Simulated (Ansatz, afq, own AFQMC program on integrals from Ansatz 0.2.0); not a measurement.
## Atomization energy of CH2N, quartet, worked out

```xyz
4

N     0.0000    0.0000    0.5481
C     0.0000    0.0000   -0.8171
H     0.0000    0.8633    1.0602
H     0.0000   -0.8633    1.0602
```

Connectivity, by distances: NH2–C.

Basis cc-pVQZ. Only valence electrons are correlated. AFQMC by an in-house program on the Cholesky factors that Ansatz 0.2.0 writes for its CCSD(T) run. ph-AFQMC/CISD is guided by a CISD state made of CCSD amplitudes; releasing the constraint for a short imaginary time cuts its bias at the price of noise, slowly where states lie close. ± is one standard error of the sampling.

Total energies in eV. CBS is CCSD(T) at the limit of def2-TZVPP/QZVPP (extrapolated itself); the highest rung of each member is named.

Cautions: CH₂N (quartet): another spin lies lower, the ph-AFQMC/HF walk drifts between its halves (2.3 errors), the released value is read at 1.62 1/Eh, later times being too noisy (meV from the phaseless value at times in 1/Eh: -8 ± 3 at 0.24, -8 ± 3 at 0.51, 1 ± 4 at 0.99, -7 ± 7 at 1.62, -3 ± 12 at 2.40).

| member | count | CCSD(T)/cc-pVQZ | highest rung in cc-pVQZ | which | CCSD(T)/CBS |
| --- | --- | --- | --- | --- | --- |
| N (quartet) | +1 | -1483.6960 | -1483.7066 | FCI | -1483.8573 |
| C (triplet) | +1 | -1028.2241 | -1028.2381 | FCI | -1028.3149 |
| H (doublet) | +2 | -13.6042 | -13.6042 | FCI | -13.6059 |
| CH₂N, quartet | -1 | -2548.6799 | -2548.7099 ± 0.0074 | released AFQMC | -2549.1292 |

Q: Work out the best estimate of the atomization energy: the CCSD(T)/CBS difference plus the step from CCSD(T) to the highest rung.

A: Sums with the counts: CCSD(T)/CBS 9.7452 eV, highest rung 9.5568 eV, CCSD(T)/cc-pVQZ 9.5514 eV. The step is 9.5568 − 9.5514 = 0.0054 eV, so the best estimate is 9.7452 + (0.0054) = 9.7506 eV = 940.8 kJ/mol, with sampling noise 0.007 eV. The step is under twice that noise, so its sign is open. The basis set is worth 0.194 eV of it. Zero-point, core-correlation and spin–orbit terms aren't in it.

Best estimates are given only where the step beyond CCSD(T) is under 0.3 eV and no member's determinant is very poor (T1 over 0.05, or 0.07 for open shells, ⟨S²⟩ too high by 0.3, two states mixed), so the hardest cases are missing from such tables.

Each member of a difference takes its own highest rung, so a best estimate needn't equal the limit plus the step of one row. A walk keeps the symmetry of its determinant, which the program's search chose and which needn't be the lowest solution, so a lower state of the same spin and another symmetry isn't excluded. Released energies are given only where the last usable release times agree within the noise; a slower fall can still hide under it.
